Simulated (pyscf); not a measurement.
PySCF, gas phase, ωB97X-D3(BJ)/def2-SVP geometries. MP2 and CC: frozen core, UHF for open shells. ΔMP2 is the change of the MP2 total energy from the triple- to the quadruple-zeta basis.

For HC≡CH + H₃C–OH → H₂C=CH–CH₂–OH, an addition across a multiple bond or ene-type step (singlet surface; C–H broken, C–C, C–H formed), PBE/def2-TZVP gives ΔE‡ = 246.4 kJ/mol and ΔE = -182.0 kJ/mol (zero: the separated reactants). In which direction and how far do M06-2X/def2-TZVP, ωB97M-D3(BJ)/def2-TZVP, CCSD(T)/def2-TZVPP + ΔMP2(QZVPP) move these?

M06-2X: ΔE‡ = 299.5 kJ/mol, ΔE = -173.3 kJ/mol; ωB97M-D3(BJ): ΔE‡ = 292.6 kJ/mol, ΔE = -175.1 kJ/mol; CCSD(T): ΔE‡ = 303.7 kJ/mol, ΔE = -166.8 kJ/mol. PBE's barrier lies under all of them, by 46.1 to 57.2 kJ/mol. Its reaction energy lies under all of them, by 6.9 to 15.2 kJ/mol. Low barriers are usual for a GGA, whose delocalisation error favours stretched bonds. At the saddle there is also a short C–H contact that neither side keeps. From the product side, •H₂C–CH=CH₂ + OH• lies, by one bond made or cut, 117.0 kJ/mol under this saddle at ωB97M-D3(BJ). H₂C=CH–CH₂–OH lies 44.3 kJ/mol over its isomer H₂C=C(CH₃)–OH, and others may lie lower still (electronic energy, ωB97M-D3(BJ)). One saddle was located; it need not be the lowest between these sides. The CCSD(T) − MP2 part came from Ansatz, without density fitting, on the same reference.
